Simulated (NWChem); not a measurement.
System: AlF3; SMILES [F][Al]([F])[F]

NWChem printed, in part:

```
             Northwest Computational Chemistry Package (NWChem) 7.3.0
             --------------------------------------------------------

 C3H symmetry detected

                             Geometry "geometry" -> ""
                             -------------------------

 Output coordinates in angstroms (scale by  1.889725989 to convert to a.u.)

  No.       Tag          Charge          X              Y              Z
 ---- ---------------- ---------- -------------- -------------- --------------
    1 Al                  13.0000     0.00000000     0.00000000     0.00000000
    2 F                    9.0000    -0.94451465    -1.34072735     0.00000000
    3 F                    9.0000    -0.68884662     1.48833736     0.00000000
    4 F                    9.0000     1.63336127    -0.14761001     0.00000000

 Effective nuclear repulsion energy (a.u.)     158.5243509067

      Symmetry information
      --------------------

 Group name             C3h
 Group number             22
 Group order               6
 No. of unique centers     2

  xc_inp: hfexch multiplicative factor not found.

                                 NWChem DFT Module
                                 -----------------

 Summary of "ao basis" -> "ao basis" (spherical)
 ------------------------------------------------------------------------------
       Tag                 Description            Shells   Functions and Types
 ---------------- ------------------------------  ------  ---------------------
 Al                        6-311++g**               14       30   7s6p1d
 F                         6-311++g**               10       22   5s4p1d

      Symmetry analysis of basis
      --------------------------

        a'         24
        e'+        23
        e'-        23
        a"         12
        e"+         7
        e"-         7

  Rotation of axis

            General Information
            -------------------
          SCF calculation type: DFT
          Wavefunction type:  closed shell.
          No. of atoms     :     4
          No. of electrons :    40
           Alpha electrons :    20
            Beta electrons :    20
          Charge           :     0
          Spin multiplicity:     1
          Use of symmetry is: on ; symmetry adaption is: on
          Maximum number of iterations: 150
          AO basis - number of functions:    96
                     number of shells:    44
          Convergence on energy requested:  1.00D-06
          Convergence on density requested:  1.00D-05
          Convergence on gradient requested:  5.00D-04

              XC Information
              --------------
                     Hartree-Fock (Exact) Exchange  1.000

      Superposition of Atomic Density Guess
      -------------------------------------

 Sum of atomic energies:        -540.09812074

      Non-variational initial energy
      ------------------------------

 Total energy =    -540.253489
 1-e energy   =   -1069.194507
 2-e energy   =     370.416667
 HOMO         =      -0.671121
 LUMO         =      -0.092462

      Symmetry analysis of molecular orbitals - initial
      -------------------------------------------------

  Numbering of irreducible representations:

     1 a'          2 e'+         3 e'-         4 a"          5 e"+
     6 e"-

  Orbital symmetries:

     1 a'          2 a'          3 e'+         4 e'+         5 a'
     6 e'+         7 e'+         8 a"          9 a'         10 e'+
    11 e'+        12 a'         13 e'+        14 e'+        15 a"
    16 e'+        17 e'+        18 e"+        19 e"+        20 a'
    21 a'         22 a"         23 e'+        24 e'+        25 a'
    26 a"         27 e'+        28 e'+        29 e'+        30 e'+

     ---------------------------------------------
      Total Density - Mulliken Population Analysis
     ---------------------------------------------

    Atom       Charge   Shell Charges
 -----------   ------   -------------------------------------------------------
    1 Al  13    11.46   0.79  1.18  0.98  1.01  0.42  0.25  2.10  3.82  0.35  0.20  0.22 -0.02 -0.10  0.23
    2 F    9     9.51   1.08  0.92  1.22  1.10  2.57  0.90  1.86 -0.16  0.02  0.00
    3 F    9     9.51   1.08  0.92  1.22  1.10  2.57  0.90  1.86 -0.16  0.02  0.00
    4 F    9     9.51   1.08  0.92  1.22  1.10  2.57  0.90  1.86 -0.16  0.02  0.00

   convergence    iter        energy       DeltaE   RMS-Dens  Diis-err
 ---------------- ----- ----------------- --------- --------- ---------
 d= 0,ls=0.0,diis     1   -540.4602463457 -6.99D+02  7.44D-03  1.05D+00
 d= 0,ls=0.0,diis     2   -540.5210108034 -6.08D-02  2.28D-03  4.97D-01
 d= 0,ls=0.0,diis     3   -540.5529113338 -3.19D-02  3.18D-04  1.31D-03
 d= 0,ls=0.0,diis     4   -540.5531625152 -2.51D-04  8.95D-05  6.89D-05
 d= 0,ls=0.0,diis     5   -540.5531825463 -2.00D-05  3.13D-05  6.56D-06
  Resetting Diis
 d= 0,ls=0.0,diis     6   -540.5531846720 -2.13D-06  6.65D-06  4.72D-07
 d= 0,ls=0.0,diis     7   -540.5531847950 -1.23D-07  1.02D-06  1.68D-08

         Total DFT energy =     -540.553184795011
      One electron energy =    -1071.827262677582
           Coulomb energy =      421.395095732657
    Exchange-Corr. energy =      -48.645368756742
 Nuclear repulsion energy =      158.524350906657

 Numeric. integr. density =        0.000000000000

                  Occupations of the irreducible representations
                  ----------------------------------------------

                     irrep           alpha         beta
                     --------     --------     --------
                     a'                6.0          6.0
                     e'+              10.0         10.0
                     e'-               0.0          0.0
                     a"                2.0          2.0
                     e"+               2.0          2.0
                     e"-               0.0          0.0

                       DFT Final Molecular Orbital Analysis
                       ------------------------------------

 Vector   18  Occ=2.000000D+00  E=-6.539785D-01  Symmetry=e"+
              MO Center=  4.2D-01, -6.8D-01, -1.1D-16, r^2= 2.5D+00
   Bfn.  Coefficient  Atom+Function         Bfn.  Coefficient  Atom+Function
  ----- ------------  ---------------      ----- ------------  ---------------
    83     -0.329990  4 F  pz                39      0.308711  2 F  pz
    87     -0.304338  4 F  pz                43      0.284714  2 F  pz
    79     -0.217804  4 F  pz                35      0.203760  2 F  pz
    29      0.064593  1 Al d  1              91     -0.039198  4 F  pz
    47      0.036671  2 F  pz                27     -0.025487  1 Al d -1

 Vector   19  Occ=2.000000D+00  E=-6.539785D-01  Symmetry=e"+
              MO Center= -4.2D-01,  6.8D-01, -2.3D-15, r^2= 2.5D+00
   Bfn.  Coefficient  Atom+Function         Bfn.  Coefficient  Atom+Function
  ----- ------------  ---------------      ----- ------------  ---------------
    61      0.368755  3 F  pz                65      0.340089  3 F  pz
    57      0.243390  3 F  pz                39     -0.202805  2 F  pz
    43     -0.187040  2 F  pz                83     -0.165949  4 F  pz
    87     -0.153049  4 F  pz                35     -0.133858  2 F  pz
    79     -0.109532  4 F  pz                27      0.064593  1 Al d -1

 Vector   20  Occ=2.000000D+00  E=-6.376312D-01  Symmetry=a'
              MO Center=  1.7D-14, -2.9D-14, -3.2D-23, r^2= 3.2D+00
   Bfn.  Coefficient  Atom+Function         Bfn.  Coefficient  Atom+Function
  ----- ------------  ---------------      ----- ------------  ---------------
    82     -0.265297  4 F  py                86     -0.259894  4 F  py
    59      0.241742  3 F  px                63      0.236818  3 F  px
    37     -0.217767  2 F  px                41     -0.213331  2 F  px
    78     -0.176985  4 F  py                55      0.161271  3 F  px
    38      0.153412  2 F  py                42      0.150287  2 F  py

 Vector   21  Occ=0.000000D+00  E= 2.127477D-02  Symmetry=a'
              MO Center=  1.6D-14,  5.1D-14,  4.4D-15, r^2= 8.5D+00
   Bfn.  Coefficient  Atom+Function         Bfn.  Coefficient  Atom+Function
  ----- ------------  ---------------      ----- ------------  ---------------
    22      1.513064  1 Al s                 44     -0.321650  2 F  s
    66     -0.321650  3 F  s                 88     -0.321650  4 F  s
     5      0.252571  1 Al s                  4     -0.122460  1 Al s
    40     -0.085501  2 F  s                 62     -0.085501  3 F  s
    84     -0.085501  4 F  s                 85      0.084350  4 F  px

 Vector   22  Occ=0.000000D+00  E= 4.047477D-02  Symmetry=a"
              MO Center=  1.2D-17,  6.7D-17, -4.8D-15, r^2= 1.5D+01
   Bfn.  Coefficient  Atom+Function         Bfn.  Coefficient  Atom+Function
  ----- ------------  ---------------      ----- ------------  ---------------
    25      2.813138  1 Al pz                21     -2.041803  1 Al pz
    18      0.430893  1 Al pz                47     -0.077686  2 F  pz
    69     -0.077686  3 F  pz                91     -0.077686  4 F  pz
    43     -0.064493  2 F  pz                65     -0.064493  3 F  pz
    87     -0.064493  4 F  pz                39     -0.053195  2 F  pz

 Vector   23  Occ=0.000000D+00  E= 6.172002D-02  Symmetry=e'+
              MO Center=  1.5D-01,  3.6D-02,  2.2D-17, r^2= 2.0D+01
   Bfn.  Coefficient  Atom+Function         Bfn.  Coefficient  Atom+Function
  ----- ------------  ---------------      ----- ------------  ---------------
    24      4.189347  1 Al py                20     -3.700792  1 Al py
    23      1.091742  1 Al px                19     -0.964425  1 Al px
    44     -0.330546  2 F  s                 66      0.272629  3 F  s
    46     -0.171915  2 F  py                68     -0.151775  3 F  py
    45     -0.150714  2 F  px                40      0.139862  2 F  s

     ---------------------------------------------
      Total Density - Mulliken Population Analysis
     ---------------------------------------------

    Atom       Charge   Shell Charges
 -----------   ------   -------------------------------------------------------
    1 Al  13    11.91   0.79  1.18  0.98  1.02  0.46  0.24  2.12  3.82  0.50  0.31  0.23 -0.02 -0.11  0.39
    2 F    9     9.36   1.08  0.92  1.14  1.06  2.43  0.95  1.93 -0.17  0.02  0.00
    3 F    9     9.36   1.08  0.92  1.14  1.06  2.43  0.95  1.93 -0.17  0.02  0.00
    4 F    9     9.36   1.08  0.92  1.14  1.06  2.43  0.95  1.93 -0.17  0.02  0.00

     -------------------------------------------
      Total Density - Lowdin Population Analysis
     -------------------------------------------

    Atom       Charge   Shell Charges
 -----------   ------   -------------------------------------------------------
    1 Al  13    11.82   0.90  1.08  0.93  0.98  0.25  0.08  2.28  3.51  0.65  0.37  0.08  0.03  0.04  0.64
    2 F    9     9.39   1.03  0.96  1.16  0.97  2.39  0.69  1.72  0.13  0.34  0.00
    3 F    9     9.39   1.03  0.96  1.16  0.97  2.39  0.69  1.72  0.13  0.34  0.00
    4 F    9     9.39   1.03  0.96  1.16  0.97  2.39  0.69  1.72  0.13  0.34  0.00

     Multipole analysis of the density
     ---------------------------------

     L   x y z        total         alpha         beta         nuclear
     -   - - -        -----         -----         ----         -------
     0   0 0 0     -0.000000    -20.000000    -20.000000     40.000000

     1   1 0 0     -0.000000     -0.000000     -0.000000      0.000000
     1   0 1 0     -0.000000     -0.000000     -0.000000      0.000000
     1   0 0 1      0.000000      0.000000      0.000000      0.000000

     2   2 0 0    -23.885887    -76.776294    -76.776294    129.666701
     2   1 1 0     -0.000000     -0.000000     -0.000000     -0.000000
     2   1 0 1      0.000000      0.000000      0.000000      0.000000
     2   0 2 0    -23.885887    -76.776294    -76.776294    129.666701
     2   0 1 1      0.000000      0.000000      0.000000      0.000000
     2   0 0 2    -15.207721     -7.603860     -7.603860      0.000000
```

Level: Hartree-Fock/6-311++G** (spherical d). Structure relaxed at the B3LYP/6-31G* (spherical d) level.

Which NWChem input produces such a log?

One answer among several that fit: the input that was run:
```
start job
memory heap 200 mb stack 900 mb global 1100 mb
geometry units angstroms noautoz
  Al     0.000000     0.000000     0.000000
  F     -0.463021    -1.573299     0.000000
  F     -1.131006     1.187638     0.000000
  F      1.594027     0.385661     0.000000
end
basis spherical
  Al library 6-311++g**
  F library 6-311++g**
end
dft
  xc hfexch
  iterations 150
  mulliken
end
task dft energy
```
